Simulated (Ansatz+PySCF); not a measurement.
# doublet CH4NO: levels of theory in one basis

```xyz
7

H    -2.1059    0.3149   -0.2180
C    -1.2009   -0.2575   -0.0657
N    -0.0552    0.4747    0.1887
O     1.1646   -0.2498   -0.1717
H     1.6811   -0.2058    0.6410
H    -1.2383   -1.2612    0.3339
H    -0.0309    1.3547   -0.3191
```

Basis set: cc-pVTZ (spherical functions). Correlated methods keep 3 orbitals frozen. Correlation on ROHF uses semicanonical orbitals with singles. Charge 0, multiplicity 2.

Computed with Ansatz (development build ahead of 0.2.0) and PySCF 2.14.0; each method stands on the lowest determinant of its kind that the runs found.

```
  method  E − E(ROHF) (eV)  <S²> of the determinant
    ROHF              0.00                     0.75
     UHF             -0.15                     0.77
ROHF-MP2            -16.62                        –
 UHF-MP2            -16.60                     0.77
```
